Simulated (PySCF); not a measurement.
**Heteronuclear NMR**

Atom-mapped SMILES (the numbers label the heavy atoms): `[O:1]=[N:2][Cl:3]`.

- coordinates at the PBE0-D3(BJ)/def2-TZVP level
- B97-2/pcSseg-2 with gauge-including orbitals
- run in PySCF 2.14
- single conformer, no relativistic terms, no solvent

(1) What are the ¹⁵N shifts?

(2) Predict the ¹⁷O NMR data.

Answers

(1) 
```
atoms       environment  σ (ppm)  δ (ppm)
   N2  nitroso nitrogen   -435.5    251.0
```

Shieldings were converted by a linear fit to measured shifts: ¹⁵N (scatter 6.4 ppm rms vs CH3NO2, solution or neat liquid). A few per cent of atoms miss by over 2 rms, more outside the fitted compound classes.

On a 600 MHz spectrometer ¹⁵N resonates near 60.8 MHz, so 1 ppm is 60.8 Hz.

(2) 
```
atoms         environment  σ (ppm)  δ (ppm)
   O1  oxygen bonded to N   -765.5    999.0
```

Shieldings were converted by a linear fit to measured shifts: ¹⁷O: δ = 274.03 − 0.947σ (rms 12.2 ppm, 99 shifts vs liquid water, solution or neat liquid). A few per cent of atoms miss by over 2 rms, more outside the fitted compound classes.

On a 300 MHz spectrometer ¹⁷O resonates near 40.7 MHz, so 1 ppm is 40.7 Hz.
